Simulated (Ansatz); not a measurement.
# BCP (triplet): from Hartree-Fock to the top rungs, def2-QZVPP

One table from this session's results is given with a row withheld; the runs are named, their logs left out.

Method: def2-QZVPP, core rule «outside noble gas», up to 7 orbitals frozen; program: Ansatz 0.2.0, Gaussian basis.

Plan: UHF; ROHF; CCSD(T) on UHF.

2 further runs of the same task are left out: 2 set aside as unsound or not needed.

### What is computed

The geometry is a PBE0/def2-TZVP stationary point (not a proven minimum) of the parent state, kept for this charge and spin.

3 atoms, charge 0, spin multiplicity 3.

Atoms are counted from 1 here; the program's logs count them from 0.

Bond lengths: C1–B2 1.398 Å, C1–P3 1.692 Å, B2–P3 1.783 Å. Angles: B2–C1–P3 69.7°, C1–B2–P3 62.9°, C1–P3–B2 47.4°.

The first run:

in.yaml reads:

```yaml
crystal:
  periodic: [false, false, false]
  atoms:
    - {symbol: C, position_ang: [0.000000, -0.660483, 0.884179]}
    - {symbol: B, position_ang: [0.000000, 0.736387, 0.949337]}
    - {symbol: P, position_ang: [0.000000, -0.000911, -0.674212]}
basis:
  gaussian: {orbitals: "def2-QZVPP.json"}
magnetization: {spin_polarized: true, initial_magnetization: 2}
hamiltonian: {xc: hf}
output: {orbitals: {seedname: orbitals}}
```

Command:

```bash
ansatz run in.yaml --threads 1 --pin off --events-out ev --progress --plain --max-ram 2393MiB
```

Steps of the session up to this table: UHF; ROHF; CCSD(T) on UHF.

One of the session's tables, all rows but one given; the rest of the session is left out.

| method | from UCCSD(T) (meV) |
| --- | --- |
| ROHF | ? |
| UHF | +10801.6 |
| UMP2 | +1216.1 |
| UCCSD | +719.8 |
| UCCSD(T) | 0 |

Q: Estimate the row for ROHF from the others.

The run gave: from UCCSD(T) (meV): +11041.8. In the column «from UCCSD(T) (meV)» it is the highest.
